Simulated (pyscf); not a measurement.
Structures and frequencies: ωB97X-D3(BJ)/def2-SVP in PySCF.

Q: Estimate the classical barrier height and the reaction energy of hydrogen chloride (HCl) + HO–SiH₂–In(Cl)–Cl → Cl–In(Cl)–Cl + silanol (HO–SiH₃) at ωB97M-D3(BJ)/def2-TZVP. The step runs on the singlet surface, breaks Cl–H, In–Si and forms Cl–In, H–Si; take the separated reactants as zero.

A: ΔE‡ = 22.3 kcal/mol, ΔE = -15.0 kcal/mol. Zero-point energy shifts the barrier by -0.5 kcal/mol. It is a four-centre exchange, with an imaginary mode of 1251i cm⁻¹. On the reactant side the descent ends in an adduct with a Cl–In contact (not fully relaxed), 10.4 kcal/mol under the separated species and 28.8 kcal/mol under the saddle at ωB97X-D3(BJ)/def2-TZVP. On the product side the descent ends in an adduct with a H–In contact, 13.1 kcal/mol under the separated species and 45.1 kcal/mol under the saddle at ωB97X-D3(BJ)/def2-TZVP. What is counted as formed (Cl–In) is already present as a longer contact in the reactant adduct; forming that adduct is a step of its own. At ωB97X-D3(BJ)/def2-TZVP the barrier from the zero used here is 18.4 kcal/mol. This is the saddle that the search found; another between the same sides may lie lower. Elements past Kr carry the def2 core potentials, without spin-orbit coupling.
